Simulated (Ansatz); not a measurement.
# BCl₃ (singlet): from Hartree-Fock to the top rungs, cc-pV(T+d)Z

The task here is to estimate one member of a computed series from the others.

Program: Ansatz 0.2.0, Gaussian basis. Level of theory: cc-pV(T+d)Z, core rule «outside noble gas», up to 16 orbitals frozen. These are calculated values, not measurements.

Plan: UHF; CCSD(T) on RHF; CCSDT(Q) on RHF.

2 further runs of the same task are left out: 2 set aside as unsound or not needed.

## What is computed

The geometry is an MP2(full)/6-31G* stationary point (not a proven minimum).

4 atoms, charge 0, spin multiplicity 1.

Atoms are counted from 1 here; the program's logs count them from 0.

Bond lengths: B1–Cl2 1.735 Å, B1–Cl3 1.735 Å, B1–Cl4 1.735 Å. Angles: Cl2–B1–Cl3 120.0°, Cl2–B1–Cl4 120.0°, Cl3–B1–Cl4 120.0°.

Set-up of the first run:

Contents of in.yaml:

```yaml
crystal:
  periodic: [false, false, false]
  atoms:
    - {symbol: B, position_ang: [0.000000, 0.000000, 0.000000]}
    - {symbol: Cl, position_ang: [0.000000, 1.735352, 0.000000]}
    - {symbol: Cl, position_ang: [1.502859, -0.867676, 0.000000]}
    - {symbol: Cl, position_ang: [-1.502859, -0.867676, 0.000000]}
basis:
  gaussian: {orbitals: "cc-pV(T+d)Z.json"}
magnetization: {spin_polarized: true, initial_magnetization: 0}
hamiltonian: {xc: hf}
output: {orbitals: {seedname: orbitals}}
```

Started as:

```console
> ansatz run in.yaml --threads 1 --pin off --events-out ev --progress --plain --max-ram 2880MiB --backend cpu
```

Among the steps run: UHF; CCSD(T) on RHF; CCSDT(Q) on RHF.

One table of the session follows, with a row left open; its other results are not shown here.

```
   method  from RCCSDT(Q) (meV)
      RHF              +20154.6
     RMP2               +2180.6
    RCCSD                +963.8
 RCCSD(T)                     ?
   RCCSDT                 +43.0
RCCSDT(Q)                     0
```

Estimate the missing values for RCCSD(T).

**Answer.** from RCCSDT(Q) (meV): +76.6. In the column «from RCCSDT(Q) (meV)» it lies between RCCSDT (+43.0) and RCCSD (+963.8).

With the free atoms at the same levels and basis (separate runs), the atomisation energy is 13.522 eV at RCCSDT(Q), 13.525 eV at RCCSD(T), 10.592 eV at RHF.
